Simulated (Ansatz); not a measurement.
# OF (SMILES [O]F): UB2PLYP/aug-cc-pVTZ

Aim: the vertical electron affinity of OF at UB2PLYP/aug-cc-pVTZ, from 2 runs. 

Program for the calculation: Ansatz 0.2.0.

38 further runs of the same task are left out: 38 set aside as unsound or not needed.

### Step 1. The molecule

OF has 2 atoms, charge 0, and is taken as a doublet. SMILES: `[O]F`. The shape is that of a PBE0-D4/def2-TZVP optimisation.

Bond lengths: O1–F2 1.330 Å.

### Step 2. The energy at UB2PLYP/aug-cc-pVTZ

run.yaml

```yaml
crystal:
  periodic: [false, false, false]
  atoms:
    - {symbol: O, position_ang: [0.000000, 0.000000, -0.015950]}
    - {symbol: F, position_ang: [-0.000000, -0.000000, 1.314400]}
basis:
  gaussian:
    orbitals: aug-cc-pVTZ
hamiltonian:
  xc: {name: B2PLYP}
total_charge: 0
magnetization:
  spin_polarized: true
  initial_magnetization: 1
accuracy: high
correlation:
  frozen_orbitals: {F: 1, O: 1}
output: {orbitals: {seedname: orbitals}}
```

Command:

```bash
$ ansatz run run.yaml --threads 1 --pin off --max-ram 3480MiB --events-out events.jsonl --progress --plain --runs-dir runs
```

Log:

```text
Warning: RAYON_NUM_THREADS=1 ignored (pool sized by the plan → 1); use --threads N
Functional definition: B2PLYP
  name "B2PLYP"
  parameter a = 0.53
  parameter c = 0.27
  exchange = (1 - a)*b88_x + a*exact_x
  correlation = (1 - c)*lyp_c + c*(mp2_os + mp2_ss)
1299 factors; integrals over basis functions are off by at most 3.4e-9 eV
mean field evaluation 1: about -4753.1061 eV, gradient 1.3e1 eV
mean field evaluation 2: about -4753.1403 eV, gradient 1.3e1 eV
mean field evaluation 4: about -4753.7196 eV, gradient 4.7e0 eV
mean field evaluation 8: about -4753.8270 eV, gradient 2.2e-1 eV
mean field evaluation 16: about -4753.8278 eV, gradient 4.3e-4 eV
mean field -4753.82775239 eV, -174.6999476402 hartree, gradient 2.5e-8 eV, S^2 0.755976; 0 other end points of the search recorded, 0 dependent functions left out
2 core orbitals not correlated: weight in the atoms' cores, before any rotation towards them, 1.000 or more for the frozen orbitals, at most 0.000 for the correlated occupied ones
reference -4753.82777147 eV, -174.6999483413 hartree; 7, 6 occupied and 83, 84 virtual orbitals, 1299 factors
second order -15.22140427 eV of doubles, -0.00000000 eV of singles
Total energy: -4757.93755062 eV, -174.8509799394 hartree
```

Wall time 5.1 s (1 thread of Arm Neoverse V1, shared host); peak memory 0.2 GiB.

### Step 3. The singlet anion at the same level

in.yaml

```yaml
basis:
  gaussian: {orbitals: aug-cc-pVTZ}
crystal:
  periodic: [false, false, false]
  atoms:
    - {symbol: O, position_ang: [0.000000, 0.000000, -0.015950]}
    - {symbol: F, position_ang: [-0.000000, -0.000000, 1.314400]}
output: {orbitals: {seedname: orbitals}}
correlation: {frozen_orbitals: {F: 1, O: 1}}
accuracy: high
total_charge: -1
hamiltonian: {xc: {name: B2PLYP}}
```

Command:

```bash
$ ansatz run in.yaml --threads 1 --pin off --max-ram 3480MiB --events-out events.jsonl --progress --plain --runs-dir runs
```

Log:

```text
Warning: RAYON_NUM_THREADS=1 ignored (pool sized by the plan → 1); use --threads N
[... 6 set-up lines as earlier in the session ...]
1299 factors; integrals over basis functions are off by at most 3.4e-9 eV
mean field evaluation 1: about -4749.7451 eV, gradient 5.8e1 eV
mean field evaluation 2: about -4749.7463 eV, gradient 5.8e1 eV
mean field evaluation 4: about -4755.0444 eV, gradient 7.0e0 eV
mean field evaluation 8: about -4755.1215 eV, gradient 3.7e-1 eV
mean field evaluation 16: about -4755.1218 eV, gradient 9.4e-6 eV
mean field -4755.12184745 eV, -174.7475047564 hartree, gradient 2.2e-8 eV, S^2 0.000000; 0 other end points of the search recorded, 0 dependent functions left out
2 core orbitals not correlated: weight in the atoms' cores, before any rotation towards them, 1.000 or more for the frozen orbitals, at most 0.000 for the correlated occupied ones
reference -4755.12186350 eV, -174.7475053462 hartree; 7, 7 occupied and 83, 83 virtual orbitals, 1299 factors
second order -16.90174406 eV of doubles, -0.00000000 eV of singles
Total energy: -4759.68533439 eV, -174.9152098084 hartree
```

Wall time 3.3 s (1 thread of Arm Neoverse V1, shared host); peak memory 0.17 GiB.

### Step 4. Summary of results

At UB2PLYP/aug-cc-pVTZ, 2 core orbitals frozen:

```
                                                            quantity          value
                                            doublet OF: total energy  -174.85098 Eh
doublet OF: HOMO energy (SCF part's orbitals) (highest over α and β)      -11.33 eV
 doublet OF: LUMO energy (SCF part's orbitals) (lowest over α and β)       -2.37 eV
                                                    doublet OF: ⟨S²⟩          0.756
                                         singlet anion: total energy  -174.91521 Eh
                    singlet anion: HOMO energy (SCF part's orbitals)       -0.53 eV
                    singlet anion: LUMO energy (SCF part's orbitals)        6.73 eV
singlet anion: HOMO–LUMO gap (to an unbound level, set by the basis)        7.25 eV
                   vertical electron affinity (to the singlet anion)       1.748 eV
```

**Reading.** At fixed nuclei the extra electron is bound by 1.75 eV (40 kcal/mol).
